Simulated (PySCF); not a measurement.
Potential energy of Si2 along the bond

Set-up: Si def2-TZVP; no relativity (PySCF 2.14). Energies in eV from Si + Si in their ground configurations at the same level. State: ³Σg⁻ (triplet), unpaired electrons π ↑↑.

All columns are PBE0.

```json
{"R (Å)": "1.944", "E (eV)": "-2.326", "HOMO (eV)": "-5.71", "LUMO (eV)": "-4.08", "Mayer bond order": "1.94", "⟨S²⟩": "2.01"}
{"R (Å)": "2.034", "E (eV)": "-2.891", "HOMO (eV)": "-5.75", "LUMO (eV)": "-3.91", "Mayer bond order": "1.94", "⟨S²⟩": "2.01"}
{"R (Å)": "2.124", "E (eV)": "-3.202", "HOMO (eV)": "-5.78", "LUMO (eV)": "-3.77", "Mayer bond order": "1.94", "⟨S²⟩": "2.01"}
{"R (Å)": "2.192", "E (eV)": "-3.312", "HOMO (eV)": "-5.79", "LUMO (eV)": "-3.67", "Mayer bond order": "1.94", "⟨S²⟩": "2.01"}
{"R (Å)": "2.260", "E (eV)": "-3.341", "HOMO (eV)": "-5.79", "LUMO (eV)": "-3.58", "Mayer bond order": "1.95", "⟨S²⟩": "2.01"}
{"R (Å)": "2.328", "E (eV)": "-3.308", "HOMO (eV)": "-5.78", "LUMO (eV)": "-3.50", "Mayer bond order": "1.95", "⟨S²⟩": "2.01"}
{"R (Å)": "2.418", "E (eV)": "-3.190", "HOMO (eV)": "-5.77", "LUMO (eV)": "-3.40", "Mayer bond order": "1.96", "⟨S²⟩": "2.01"}
{"R (Å)": "2.531", "E (eV)": "-2.960", "HOMO (eV)": "-5.73", "LUMO (eV)": "-3.30", "Mayer bond order": "1.97", "⟨S²⟩": "2.01"}
{"R (Å)": "2.667", "E (eV)": "-2.612", "HOMO (eV)": "-5.68", "LUMO (eV)": "-3.19", "Mayer bond order": "1.98", "⟨S²⟩": "2.01"}
{"R (Å)": "2.848", "E (eV)": "-2.092", "HOMO (eV)": "-5.58", "LUMO (eV)": "-3.16", "Mayer bond order": "1.99", "⟨S²⟩": "2.01"}
```

The state was picked by a PBE0 search and need not be the measured ground state.
